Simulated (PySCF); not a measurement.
These 3 structures share the formula C5H6O. The calculation used PBE0-D3(BJ)/def2-SVP geometry optimisation, gas phase in PySCF 2.14.0. Energies are electronic, without zero-point or thermal terms, for one conformer each. No frequencies were run at this level. Point groups hold within 0.08 Å.

Task: Rank from lowest to highest electronic energy at this level (kcal/mol).
A. `[CH2:1]=[CH:2][C:3](=[CH2:4])[CH:5]=[O:6]` with C1–C2–C3–C4 180°, C2–C3–C5–O6 -179°
B. 4H-pyran, `C1=COC=CC1`
C. `[CH:1]#[C:2]/[CH:3]=[CH:4]/[O:5][CH3:6]` with C3–C4–O5–C6 0°

Result: B (0.0), A (11.3), C (42.1).

As drawn, the highest has a C≡C bond, which the lowest lacks.

```tsv
SMILES	E (Eh)	E rel (kcal/mol)	dipole (D)	point group	A, B, C (MHz)
C1=COC=CC1	-268.81941	0.0	0.79	C2v	5767, 5163, 2770
C=CC(=C)C=O	-268.80140	11.3	2.54	near Cs	6493, 2718, 1916
C#C/C=C/OC	-268.75236	42.1	1.77	Cs	17879, 1615, 1495
```

Task: How do the relative energies change in single points at PBE0/pcSseg-1 (no added dispersion term) on the same geometries?

Result: 
```tsv
SMILES	PBE0-D3(BJ)/def2-SVP (kcal/mol)	PBE0/pcSseg-1 (kcal/mol)	shift
C1=COC=CC1	0.0	0.0	0.0
C=CC(=C)C=O	11.3	8.3	-3.0
C#C/C=C/OC	42.1	38.6	-3.5
```

Each column counts from its own lowest isomer. The order is unchanged; the largest shift is 3.5 kcal/mol.
